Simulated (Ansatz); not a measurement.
I need a ranking of conformers of C₃H₆ClN, SMILES CC(Cl)=CN. Use Ansatz 0.2.0, Python API. Settings (for the species named): PBE0, def2-SVP basis, multiplicity 1.

The script, `run_conformers.py`:
```python
"""Rank force-field conformers of C3H6ClN by single points."""

import ansatz as az
from rdkit import Chem
from rdkit.Chem import AllChem

rd = Chem.AddHs(Chem.MolFromSmiles("CC(Cl)=CN"))
ids = list(AllChem.EmbedMultipleConfs(rd, numConfs=20, randomSeed=751, pruneRmsThresh=0.4))
field = [energy for _, energy in AllChem.MMFFOptimizeMoleculeConfs(rd)]
distinct = {round(e, 2): i for i, e in zip(ids, field)}
chosen = sorted(distinct.items())[:4]
found = []
for force_field, index in chosen:
    mol = az.Crystal.molecule()
    for atom, xyz in zip(rd.GetAtoms(), rd.GetConformer(index).GetPositions()):
        mol = mol.atom(atom.GetSymbol(), xyz.round(5).tolist())
    setup = (
        mol.calculation()
        .basis(gaussian="def2-SVP")
        .functional("PBE0")
        .scf(lower_state_search="off")
    )
    found.append(setup.run(threads=1).report["free_energy_ev"])
print("conformer   MMFF (kcal/mol)   this level (kcal/mol)")
for (force_field, index), e in zip(chosen, found):
    print(f"{index:9d} {force_field - chosen[0][0]:17.2f} {23.060548 * (e - min(found)):17.3f}")
```

Output of `python run_conformers.py`:
```text
conformer   MMFF (kcal/mol)   this level (kcal/mol)
        1              0.00             0.000
        0              1.25             3.435
```

These settings explore the input space; basis and method may be short of convergence. The conformers keep their force-field geometries. Run time: 7.7 s on 1 thread of Arm Neoverse N1, with other jobs on the host, peak memory 0.3 GiB.
